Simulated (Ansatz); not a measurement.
# C3H7NS: the cost of one run

Method: RKS B3LYP-D4/def2-SVP, in Ansatz 0.2.0.

### Step 1. The starting structure

Bond lengths: N1–C2 1.408 Å, C2–C3 1.479 Å, C2–C4 1.569 Å, C3–C4 1.489 Å, C4–S5 1.759 Å, N1–H6 1.090 Å, N1–H7 1.017 Å, C2–H8 1.075 Å, C3–H9 1.112 Å, C3–H10 1.129 Å, C4–H11 1.025 Å, S5–H12 1.363 Å. Angles (14 of 22 angles, heavy atoms first): N1–C2–C3 118.7°, N1–C2–C4 124.9°, C3–C2–C4 58.4°, C2–C3–C4 63.8°, C2–C4–C3 57.8°, C2–C4–S5 117.9°, C3–C4–S5 119.1°, N1–C2–H8 114.9°, C3–C2–H8 114.9°, C4–C2–H8 113.3°, C2–N1–H6 110.6°, C2–N1–H7 112.0°, C2–C3–H9 121.5°, C2–C3–H10 117.7°.

Coordinates:

```xyz
12

N    -1.6697   -0.4295    0.4875
C    -0.3173   -0.7892    0.3358
C     0.7217    0.1155    0.8732
C     0.7057   -0.0612   -0.6050
S     0.1053    1.2458   -1.6175
H    -1.8171    0.6213    0.2380
H    -2.2617   -0.8666   -0.2144
H    -0.1113   -1.8376    0.4586
H     0.4569    1.0711    1.3765
H     1.5961   -0.3521    1.4128
H     1.3778   -0.6897   -1.0555
H     1.2904    1.9171   -1.6559
```

### Step 2. End point A

input.yaml reads:

```yaml
crystal:
  periodic: [false, false, false]
  atoms:
    - { symbol: "N", position_ang: [-1.6697, -0.4295, 0.4875] }
    - { symbol: C, position_ang: [-0.3173, -0.7892, 0.3358] }
    - { symbol: C, position_ang: [0.7217, 0.1155, 0.8732] }
    - { symbol: C, position_ang: [0.7057, -0.0612, -0.605] }
    - { symbol: S, position_ang: [0.1053, 1.2458, -1.6175] }
    - { symbol: H, position_ang: [-1.8171, 0.6213, 0.238] }
    - { symbol: H, position_ang: [-2.2617, -0.8666, -0.2144] }
    - { symbol: H, position_ang: [-0.1113, -1.8376, 0.4586] }
    - { symbol: H, position_ang: [0.4569, 1.0711, 1.3765] }
    - { symbol: H, position_ang: [1.5961, -0.3521, 1.4128] }
    - { symbol: H, position_ang: [1.3778, -0.6897, -1.0555] }
    - { symbol: H, position_ang: [1.2904, 1.9171, -1.6559] }
basis:
  gaussian: { orbitals: def2-SVP }
hamiltonian:
  xc: b3lyp
  dispersion: d4
relax:
  f_tol: 0.02
  max_steps: 50
```

Launch:

```
$ ansatz run input.yaml --threads 2 --pin off --max-ram 3072MiB --backend cpu --events-out ev --progress --plain --runs-dir out
```

**Question.** How long does this run take on 2 threads of Arm Neoverse V2, shared host, and how much memory does it need?

About 19 s, with a peak of 0.25 GiB.
